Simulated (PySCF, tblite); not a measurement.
**Na+ and 5 × hydrogen fluoride**

A gas-phase complex of Na+ and 5 × hydrogen fluoride; charge +1, singlet. The structure comes from a short search (6 tight-binding starts) and was relaxed by PBE0-D3(BJ)/def2-SVPD; another way of binding may lie lower. No frequency run checks that it is a minimum.

Parts: 1 = Na+ ([Na+]), atoms 1, charge +1; 2 = hydrogen fluoride (F), atoms 2–3; 3 = hydrogen fluoride (F), atoms 4–5; 4 = hydrogen fluoride (F), atoms 6–7; 5 = hydrogen fluoride (F), atoms 8–9; 6 = hydrogen fluoride (F), atoms 10–11.

```xyz
11

Na   -0.514    1.866    1.351
F    -2.650    2.488    1.621
H    -3.489    2.796    1.857
F     0.897    2.923    2.614
H     1.557    3.459    3.025
F    -0.554   -0.349    1.682
H    -0.432   -1.242    1.889
F     2.699    4.388    3.647
H     2.905    4.559    4.534
F    -0.164    2.074   -0.849
H     0.028    2.283   -1.730
```
(Å; atoms numbered from 1)

| contact | kind (by geometry) | distance (Å) | angle (°) |
| --- | --- | --- | --- |
| H5···F8 | hydrogen bond | 1.599 | 177 |
| Na1···F4 | ion contact | 2.169 | - |
| Na1···F10 | ion contact | 2.238 | - |
| Na1···F6 | ion contact | 2.240 | - |
| Na1···F2 | ion contact | 2.241 | - |

Interaction energies are complex less parts, with the parts frozen as they stand in it; counterpoise-corrected, in kcal/mol (PySCF).

(1) Give the interaction energy at each level run.

(2) What holds them together? Decompose the wB97M-D3(BJ)/def2-SVPD energy: frozen parts, their antisymmetrised product, then relaxation.

The parts were also relaxed and run alone, at the levels used for the complex: shieldings by PBE0/pcSseg-2; core levels by delta-SCF with SCAN, pcX-2 on the ionised atom and pcseg-1 elsewhere, spin-free X2C.

Values alone: F4–H5 bond (Å): 0.920; shielding of H5 (ppm): 29.19; shielding of F8 (ppm): 410.9; shielding of Na1 (ppm): 623.7; shielding of F4 (ppm): 410.9; Na1 1s core level (eV): 1088.42; F4 1s core level (eV): 694.12; F8 1s core level (eV): 694.12.

(3) How do these values change when the complex forms?

## Answers

(1) 
| level | interaction | superposition error removed |
| --- | --- | --- |
| wB97M-D3(BJ)/def2-SVPD | -67.71 | -2.78 |
| PBE0-D3(BJ)/def2-SVPD | -69.00 | -2.86 |

(2) electrostatic -68.9, Pauli repulsion +25.2, orbital relaxation -24.6, dispersion correction -2.1 kcal/mol, which sum to the value before the counterpoise correction; the Pauli term holds the exchange-correlation of the frozen density too. Of the attraction, 72 % is electrostatic, 26 % is orbital relaxation, 2 % is dispersion correction.

(3) 
```json
{"property": "F4–H5 bond (Å)", "alone": "0.920", "in the complex": "0.944", "change": "+0.024"}
{"property": "shielding of H5 (ppm)", "alone": "29.19", "in the complex": "22.68", "change": "-6.50"}
{"property": "shielding of F8 (ppm)", "alone": "410.9", "in the complex": "400.7", "change": "-10.2"}
{"property": "shielding of Na1 (ppm)", "alone": "623.7", "in the complex": "591.1", "change": "-32.5"}
{"property": "shielding of F4 (ppm)", "alone": "410.9", "in the complex": "412.9", "change": "+2.0"}
{"property": "Na1 1s core level (eV)", "alone": "1088.42", "in the complex": "1083.29", "change": "-5.13"}
{"property": "F4 1s core level (eV)", "alone": "694.12", "in the complex": "697.68", "change": "+3.56"}
{"property": "F8 1s core level (eV)", "alone": "694.12", "in the complex": "698.45", "change": "+4.34"}
```

The 4 runs behind this took 110 s in all, one thread each of Arm Neoverse V1 on a shared host, launched as `OMP_NUM_THREADS=1 python cluster_run.py task.json out`.
